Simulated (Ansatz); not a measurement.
# ClHSSi: vertical ionisation energy

One table from this session's results is given with a row withheld; the runs are named, their logs left out.

Computed with Ansatz 0.2.0, Gaussian basis. Level: unrestricted cation, the program's frozen cores in correlated methods.

Levels to be run: UKS PBE-D4/def2-TZVPP; UKS r2SCAN-D4/def2-TZVPP; UKS PBE0-D4/def2-TZVPP; UKS B3LYP-D4/def2-TZVPP; UKS wB97X-V/def2-TZVPP; UKS wB97M-V/def2-TZVPP; UKS B2PLYP/def2-TZVPP; UHF-CCSD(T)/def2-TZVPP; UHF-MP2/def2-QZVPP; extrapolation to the limit; then −ε(HOMO) from the neutral's earlier runs with LDA (SPW92), PBE-D4, revPBE-D4, BLYP-D4, r2SCAN-D4, B97M-V, PBE0-D4, B3LYP-D4, r2SCANh-D4, r2SCAN0-D4, HSE06-D4, BHLYP-D4, CAM-B3LYP-D4, LC-ωPBE, ωB97X-V, ωB97M-V.

**The relaxed structure**

All runs share one geometry, relaxed beforehand with PBE0-D4 in a triple-zeta def2 set.

SMILES `S[Si]Cl`, 4 atoms, charge 0, spin multiplicity 1.

Atoms are counted from 1 here; the program's logs count them from 0.

Bond lengths: S1–Si2 2.135 Å, S1–H4 1.346 Å, Si2–Cl3 2.086 Å. Angles: Si2–S1–H4 92.8°, S1–Si2–Cl3 97.3°.

Set-up of the first run:

Contents of in.yaml:

```yaml
crystal:
  periodic: [false, false, false]
  atoms:
    - {symbol: S, position_ang: [-0.093079, 0.947972, -0.588683]}
    - {symbol: Si, position_ang: [-0.226972, -0.909902, 0.454071]}
    - {symbol: Cl, position_ang: [1.776849, -1.039735, 1.019063]}
    - {symbol: H, position_ang: [-1.401296, 0.941367, -0.904650]}
basis:
  gaussian: {orbitals: def2-TZVPP}
total_charge: 1
magnetization: {spin_polarized: true, initial_magnetization: 1}
hamiltonian: {xc: pbe, dispersion: d4}
```

Run with:

```bash
> ansatz run in.yaml --threads 4 --pin off --events-out ev --progress --plain --max-ram 10444MiB
```

Among the steps run: Cation, UKS PBE-D4/def2-TZVPP; Cation, UKS r2SCAN-D4/def2-TZVPP; Cation, UKS PBE0-D4/def2-TZVPP; Cation, UKS B3LYP-D4/def2-TZVPP; Cation, UKS wB97X-V/def2-TZVPP; Cation, UKS wB97M-V/def2-TZVPP; Cation, UKS B2PLYP (frozen core)/def2-TZVPP; Cation, UHF-CCSD(T)/def2-TZVPP; Cation, UHF-MP2/def2-QZVPP.

One table of the session follows, with a row left open; its other results are not shown here.

For comparison, −ε(HOMO) of the neutral from earlier runs:

```
  functional  −ε(HOMO) (eV)
 LDA (SPW92)           6.28
      PBE-D4           6.16
   revPBE-D4           6.12
     BLYP-D4           6.02
   r2SCAN-D4           6.38
      B97M-V           6.44
     PBE0-D4           7.24
    B3LYP-D4           7.04
  r2SCANh-D4              ?
  r2SCAN0-D4           7.37
    HSE06-D4           6.84
    BHLYP-D4           8.18
CAM-B3LYP-D4           8.48
     LC-ωPBE           9.77
     ωB97X-V           9.44
     ωB97M-V           9.25
```

Q: Estimate the row for r2SCANh-D4 from the others.

Worked estimate for «−ε(HOMO) (eV)». Against the share of exact exchange, r2SCAN-D4 (0, 6.38), r2SCAN0-D4 (0.25, 7.37) give a slope of 3.96 per unit share; at 0.1 the line stands at 6.78.

**Answer.** −ε(HOMO) (eV): 6.77. In «−ε(HOMO) (eV)» the line misses by +0.01.

To keep in mind: The cation may have settled in a state other than its lowest; no search over hole states beyond the program's own was made.
